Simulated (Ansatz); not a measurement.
This geometry of CF$_{3}$ (4 atoms, charge 0, multiplicity 2) is a first-order saddle point.

All numbers below come from UKS r2SCANh-D4/def2-SVP (Ansatz).

```xyz
4
Properties=species:S:1:pos:R:3
F -1.297 0.005 0.177
C 0.000 0.000 0.000
F 0.675 -1.113 0.138
F 0.622 1.108 -0.315
```

Which two structures does it join? (They come from a converged band through this point; their orientation in space is the band's.)

No bond is made or broken. The height of C2 over the plane of its neighbours goes from -0.40 to 0.40 Å. The two ends are copies of one structure, up to a mirror image or an exchange of like atoms. The height can change sign by an inversion or by a turn that exchanges like atoms.

Image 0:

```xyz
4
Properties=species:S:1:pos:R:3
F -1.227 0.025 0.266
C -0.040 -0.060 -0.289
F 0.659 -1.045 0.228
F 0.608 1.080 -0.205
```

Image 6:

```xyz
4
Properties=species:S:1:pos:R:3
F -1.254 -0.015 0.073
C 0.040 0.060 0.289
F 0.632 -1.085 0.035
F 0.582 1.040 -0.398
```

How far does it lie above each of them?

1.11 eV above the first and 1.11 eV above the second. This is the barrier of this one path; another mechanism may lie lower.

The run took 72 s on 1 thread of Arm Neoverse V2 (shared host), peak memory 0.16 GiB.
